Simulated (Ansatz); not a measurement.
## Si$_{2}$W: a prediction, then the measurements

All numbers below come from Ansatz, DFT r2SCAN, scalar-relativistic, plane waves, PAW.

Plane waves to 500 eV, a k mesh through Γ of 18×18×18 on the computed 3-atom cell and Gaussian smearing (0.10 eV); no spin polarisation.

Relaxed structure, symmetry kept:

```yaml
crystal:
  lattice:
    - [-1.60564, 1.60564, 3.90240]
    - [1.60564, -1.60564, 3.90240]
    - [1.60564, 1.60564, -3.90240]
  atoms:
    - { symbol: Si, position: [0.33482, 0.33482, 0.00000] }
    - { symbol: Si, position: [0.66518, 0.66518, 0.00000] }
    - { symbol: W, position: [0.00000, 0.00000, 0.00000] }
```

- Space group: I4/mmm (No. 139)
- Volume per atom: 13.41 Å³
- Formation energy from the elements' standard states (uncorrected): -0.312 eV/atom
- Generalised Kohn–Sham band gap: none (metal)
- Density of states at the Fermi level: 0.19 states/eV per cell (so small that it hangs on the mesh: a semimetal, or crossings between mesh points)
- Löwdin character within 0.5 eV of the Fermi level: W 5d 71 %, Si 3p 23 %
- Bulk modulus: 232 GPa
- Its pressure derivative: 4.4
- Bader charges (e): Si (2 in the cell) -0.05, W (1 in the cell) 0.10

Spin-orbit coupling is left out, which matters for the bands of heavy elements.

**Measured values to compare with.**

From “Giant magnetoresistance, Fermi surface topology, Shoenberg effect and vanishing quantum oscillations in type-II Dirac semimetal candidates MoSi2 and WSi2”, 2022, arxiv:2202.05362, for a powder of Si2W: lattice constant a 3.21395 Å; lattice constant c 7.83128 Å.

A measured lattice constant a of Si2W is 3.21395 Å (powder; the paper above); the calculated 3.211 Å misses it by -0.1 %. Against the measured lattice constant c of Si2W, 7.83128 Å (powder; the paper above), the calculated 7.805 Å is off by -0.3 %. The calculation is for 0 K without zero-point motion.